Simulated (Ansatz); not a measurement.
# SiHCl: ionisation energy by level of theory

How much energy removes an electron from SiHCl at fixed geometry? The cation is run at each level and the neutral's energy taken from earlier runs.

The runs use Ansatz 0.2.0, Gaussian basis; unrestricted cation, the program's frozen cores in correlated methods.

The runs, in order: UKS PBE-D4/def2-TZVPP; UKS r2SCAN-D4/def2-TZVPP; UKS PBE0-D4/def2-TZVPP; UKS B3LYP-D4/def2-TZVPP; UKS wB97X-V/def2-TZVPP; UKS wB97M-V/def2-TZVPP; UKS B2PLYP/def2-TZVPP; UHF-CCSD(T)/def2-TZVPP; UHF-CCSD(T)/def2-QZVPP; extrapolation to the limit; then −ε(HOMO) from the neutral's earlier runs with LDA (SPW92), PBE-D4, revPBE-D4, BLYP-D4, r2SCAN-D4, B97M-V, PBE0-D4, B3LYP-D4, r2SCANh-D4, r2SCAN0-D4, HSE06-D4, BHLYP-D4, CAM-B3LYP-D4, LC-ωPBE, ωB97X-V, ωB97M-V.

### 1 The geometry

An earlier PBE0-D4 in a triple-zeta def2 set relaxation fixed the geometry.

SMILES `[SiH]Cl`, 3 atoms, charge 0, spin multiplicity 1.

Atoms are counted from 1 here; the program's logs count them from 0.

Bond lengths: Si1–Cl2 2.077 Å, Si1–H3 1.529 Å. Angles: Cl2–Si1–H3 94.7°.

### 2 Cation, UKS PBE-D4/def2-TZVPP

File in.yaml:

```yaml
crystal:
  periodic: [false, false, false]
  atoms:
    - {symbol: Si, position_ang: [-0.545882, 0.550550, -0.249467]}
    - {symbol: Cl, position_ang: [1.270126, 0.330783, 0.734855]}
    - {symbol: H, position_ang: [-0.735245, -0.946133, -0.498688]}
basis:
  gaussian: {orbitals: def2-TZVPP}
total_charge: 1
magnetization: {spin_polarized: true, initial_magnetization: 1}
hamiltonian: {xc: pbe, dispersion: d4}
```

The run is started by

```bash
ansatz run in.yaml --threads 2 --pin off --events-out ev --progress --plain --max-ram 32768MiB --backend cpu
```

Further steps of the session: Cation, UKS r2SCAN-D4/def2-TZVPP; Cation, UKS PBE0-D4/def2-TZVPP; Cation, UKS B3LYP-D4/def2-TZVPP; Cation, UKS wB97X-V/def2-TZVPP; Cation, UKS wB97M-V/def2-TZVPP; Cation, UKS B2PLYP (frozen core)/def2-TZVPP; Cation, UHF-CCSD(T)/def2-TZVPP; Cation, UHF-CCSD(T)/def2-QZVPP.

**Question.** What will the summary of the whole plan be? Wanted: ionisation energy, CCSD(T)/CBS; nearest functional by difference; nearest −ε(HOMO); −ε(HOMO) of PBE; T1 of the cation.

As calculated:

| quantity | value |
| --- | --- |
| ionisation energy, CCSD(T)/CBS | 9.58 eV |
| nearest functional by difference | ωB97X-V (-0.13 eV) |
| nearest −ε(HOMO) | LC-ωPBE (+0.00 eV) |
| −ε(HOMO) of PBE | 5.89 eV |
| T1 of the cation | 0.028 |

By cation minus neutral, the functionals miss by 0.38 eV at most. The PBE orbital energy is 3.7 eV too small: a semilocal HOMO is no ionisation energy. Among orbital estimates LC-ωPBE comes nearest. Hartree-Fock falls 0.98 eV short, as the neutral has more correlation energy than the cation.
